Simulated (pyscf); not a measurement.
HO–Ga(OH)–OH + NH₃ -> H₂O + H₂N–Ga(OH)–OH, a four-centre exchange (singlet surface; Ga–O, H–N broken, H–O, Ga–N formed). Structures and frequencies: ωB97X-D3(BJ)/def2-SVP in PySCF. Energies in kcal/mol from the separated reactants.

Small-basis levels: PySCF, no dispersion term, spherical d functions. 

Q: In single points B3LYP/6-31G*+LANL2DZ puts the saddle at -6.6 kcal/mol and the reaction energy at +11.7 kcal/mol. Should these be trusted to within a few kcal/mol? Compare with ωB97M-D3(BJ)/def2-TZVP.

A: ωB97M-D3(BJ)/def2-TZVP gives ΔE‡ = -3.3 kcal/mol and ΔE = +6.2 kcal/mol. B3LYP/6-31G*+LANL2DZ lies 3.3 kcal/mol under it in the barrier and 5.5 kcal/mol over it in the reaction energy, so on this step it does not hold to within 3.0 kcal/mol. ωB97M-D3(BJ)/def2-TZVP has limits of its own. On the reactant side the descent ends in an adduct with a Ga–N contact, 27.5 kcal/mol under the separated species and 22.7 kcal/mol under the saddle at ωB97X-D3(BJ)/def2-TZVP. On the product side the descent ends in an adduct with a Ga–O contact, 16.4 kcal/mol under the separated species and 5.8 kcal/mol under the saddle at ωB97X-D3(BJ)/def2-TZVP. At ωB97M-D3(BJ) the saddle lies under the separated reactants, which points to a path from their complex (located at ωB97X-D3(BJ) alone). At ωB97M-D3(BJ) the saddle lies under the separated products, which points to a path from their complex (located at ωB97X-D3(BJ) alone), and parting the products costs more than the saddle. What is counted as formed (Ga–N) is already present as a longer contact in the reactant adduct; forming that adduct is a step of its own. What is counted as broken (Ga–O) persists as a longer contact in the product adduct; parting that adduct is a step of its own. One saddle was located; it need not be the lowest between these sides. In the def2 sets elements up to Kr have no core potential.
